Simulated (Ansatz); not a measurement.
System: C2F4, charge 0, multiplicity 1. 
Geometry from a B3LYP-D3(BJ)/def2-TZVP (Ansatz, an electronic-structure program) optimisation:
SMILES: FC(=C(F)F)F
```xyz
6

C      0.0032     0.0064     0.6604
C     -0.0032    -0.0064    -0.6604
F      0.0249     1.1143     1.3758
F     -0.0115    -1.0873     1.3975
F      0.0115     1.0873    -1.3975
F     -0.0249    -1.1143    -1.3758
```
Charge 0, spin multiplicity 1.

Total electronic energies in hartree. Valence correlation only, unless marked. No spin-orbit coupling. No relativistic terms. CBS(X,Y): correlation extrapolated as X^-3; Hartree-Fock from the larger set. [CCSD(T)-MP2]/basis is that difference in the basis named.

```csv
level,program,energy (Eh)
HF/STO-3G,Ansatz,-466.90068
RI-HF/aug-cc-pVQZ,Ansatz,-473.64200
SVWN5/def2-TZVPD,Ansatz,[?]
revPBE-D4/def2-TZVPD,Ansatz + dftd4,[?]
r2SCAN/def2-TZVPD,Ansatz,-475.53046
PBE0-D4/def2-TZVP,Ansatz + dftd4,-475.26867
r2SCAN0-D4/def2-TZVPD,Ansatz + dftd4,-475.46228
B2GP-PLYP-D4/def2-TZVPD,Ansatz + dftd4,[?]
"RI-MP2/CBS(cc-pVTZ,cc-pVQZ)+[CCSD(T)-MP2]/cc-pVTZ",Ansatz,-475.1823
```

Q: What belongs in the gaps?

A: 
- SVWN5/def2-TZVPD, energy (Eh): -472.55482
- revPBE-D4/def2-TZVPD, energy (Eh): -475.59563
- B2GP-PLYP-D4/def2-TZVPD, energy (Eh): -475.38492
